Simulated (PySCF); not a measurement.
Species: isoyanoacetylene (`[C-]#[N+]C#C`). The columns A, B, C and D hold Mulliken, IAO, Hirshfeld and ESP-fitted charges (e) of one PBE0/pcSseg-1 density (PySCF), in a shuffled order. Coordinates in Å (GFN2-xTB); the density's dipole moment is (-2.58, 0.08, 1.16) D.

| atom | x | y | z | A | B | C | D |
| --- | --- | --- | --- | --- | --- | --- | --- |
| C1 | 2.194 | -0.073 | -0.963 | +0.054 | -0.032 | +0.001 | -0.430 |
| N2 | 1.126 | -0.037 | -0.484 | -0.397 | -0.034 | -0.089 | +0.670 |
| C3 | -0.055 | 0.003 | 0.046 | +0.307 | +0.028 | +0.069 | -0.330 |
| C4 | -1.151 | 0.039 | 0.540 | -0.059 | -0.070 | -0.201 | -0.182 |
| H5 | -2.105 | 0.069 | 0.973 | +0.095 | +0.108 | +0.219 | +0.272 |

**Question.** Which column most likely holds the ESP-fitted charges?

**Answer.** D. Σ q r misses the density's dipole by 0.01 D (D), 0.31 D (A), 1.08 D (C), 1.48 D (B). Charges fitted to the outside potential are the only set here that is tied to the molecule's multipoles.

**Question.** And the Hirshfeld charges?

**Answer.** B. The mean sizes are 0.054 e (B), 0.116 e (C), 0.182 e (A), 0.377 e (D), and Hirshfeld charges are commonly the smallest of these schemes.

As computed, A = Mulliken, B = Hirshfeld, C = IAO, D = ESP-fitted.

The Hirshfeld scheme divides the density at each point in proportion to the densities of the neutral, spherically averaged free atoms. The Mulliken scheme gives each basis function's population to the atom it is centred on and halves the overlap population of two atoms between them.

Geometry: GFN2-xTB; no solvent, vibrations or thermal averaging.
